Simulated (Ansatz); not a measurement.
Frontier orbitals of C₄H₄N₂, SMILES `N#CCCC#N`.

Charge 0, multiplicity 1. All single points use the PBE0-D4/def2-TZVP geometry. It is one conformer, not always the lowest. Basis def2-TZVPP, the Gaussian-basis code of Ansatz.

Orbital energies of one run (eV). Highest occupied ones, from the top: -9.29, -9.37, -9.45, -9.77, -10.09, -10.27, -11.95, -12.57, -13.99, -14.35, -15.43, -20.18, -23.35, -25.32. Empty: -0.58, -0.41, -0.17, 0.47, 1.19, 1.81.

**Question.** Which functional gave them?
A. r2SCANh
B. r2SCAN
C. BLYP
D. PBE0

**Answer.** A. HOMO energies: r2SCANh -9.29, BLYP -8.36, r2SCAN -8.79, PBE0 -9.86 eV.
